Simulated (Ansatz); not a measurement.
Mulliken charges of C₂H₅FOS, SMILES `FCOCS` from PBE/def2-TZVPP in Ansatz (PBE0-D4/def2-TZVP geometry).

```tsv
atom	x (Å)	y (Å)	z (Å)	charge (e)
F1	-1.554	0.235	1.443	-0.203
C2	-0.894	1.048	0.542	0.114
O3	0.355	0.565	0.260	-0.204
C4	0.346	-0.619	-0.513	-0.054
S5	1.988	-1.013	-1.103	-0.155
H6	-0.767	2.028	1.003	0.104
H7	-1.528	1.096	-0.354	0.064
H8	-0.270	-0.482	-1.410	0.099
H9	-0.057	-1.452	0.065	0.128
H10	2.466	-1.459	0.069	0.108
```

Task: By hand: the dipole of these point charges (1 e Å = 4.8032 D).

Result: Σ q r = (-0.131, 0.037, -0.128) e Å, of length 0.187 e Å = 0.90 D.

Task: How does the dipole of the full density compare? (Estimate.)

Result: The calculation gave: (-0.137, 0.036, -0.100) e Å, 0.83 D; the point charges give 1.08 times that, at 8° from its direction.

Point charges leave out the atoms' own dipoles, such as those of lone pairs, and Mulliken's split depends on the basis, so the close match here is no proof of good charges.
